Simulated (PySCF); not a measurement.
Isomers of C2H3Cl3, one GFN2-xTB conformer each. Single-point energies are computed at PBE0/pcSseg-1 (PySCF, gas phase, no added dispersion term), electronic only.

Task: Rank them by PBE0/pcSseg-1 energy, lowest first (kJ/mol).
A. `ClC(Cl)(Cl)C`
B. `[Cl:1][CH2:2][CH:3]([Cl:4])[Cl:5]` with Cl1–C2–C3–Cl4 -67° (1,1,2-trichloroethane)

Result: B (0.0), A (8.6).

Neighbours under 10 kJ/mol apart (ClCC(Cl)Cl and CC(Cl)(Cl)Cl) can change places with a better method, another conformer or zero-point energy. GFN2-xTB itself gives, in the same order: 20.4, 0.0. GFN2-xTB puts CC(Cl)(Cl)Cl lowest instead.

Task: Which frontier levels, dipoles and rotational constants go with these structures?

Result: 
| SMILES | HOMO (eV, PBE0/pcSseg-1) | LUMO (eV) | dipole (D) | A, B, C (MHz) |
| --- | --- | --- | --- | --- |
| ClCC(Cl)Cl | -8.81 | -0.25 | 1.45 | 3622, 1478, 1088 |
| CC(Cl)(Cl)Cl | -8.75 | -0.72 | 1.99 | 2372, 2372, 1717 |
